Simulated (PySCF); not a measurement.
## Magnesium: a sound run and one with changed settings

Sound run: Mg [Ne] 3s2, Mg⁺ [Ne] 3s1. Calculation: PySCF 2.14, in cc-pVTZ-DK (5s4p2d1f, 34 functions); the spin-free X2C one-electron Hamiltonian (Gaussian nucleus). In the sound run the correlated levels freeze [Ne]. The sound run starts from symmetry-adapted Hartree-Fock orbitals and uses a fine grid where one is needed.

Changed run: all electrons correlated in a basis built for the valence shell.

```json
{"species": "Mg", "method": "MP2", "sound run (hartree)": "-199.94312", "changed run (hartree)": "-199.96141", "converged": "yes"}
{"species": "Mg", "method": "CCSD(T)", "sound run (hartree)": "-199.95329", "changed run (hartree)": "-199.97228", "converged": "yes"}
{"species": "Mg⁺", "method": "MP2", "sound run (hartree)": "n/a", "changed run (hartree)": "-199.69278", "converged": "yes"}
{"species": "Mg⁺", "method": "CCSD(T)", "sound run (hartree)": "n/a", "changed run (hartree)": "-199.69401", "converged": "yes"}
```

Ionisation energy of Mg:

```csv
method,sound run (eV),changed run (eV)
UHF,6.617,6.617
MP2,7.257,7.310
SCS-MP2,7.385,7.427
CCSD,7.534,7.560
CCSD(T),7.534,7.572
```

A valence basis has no tight correlating functions, so it recovers only part of the core correlation, and not evenly between atom and ion.

For comparison, NIST gives 7.646 eV between the lowest levels.
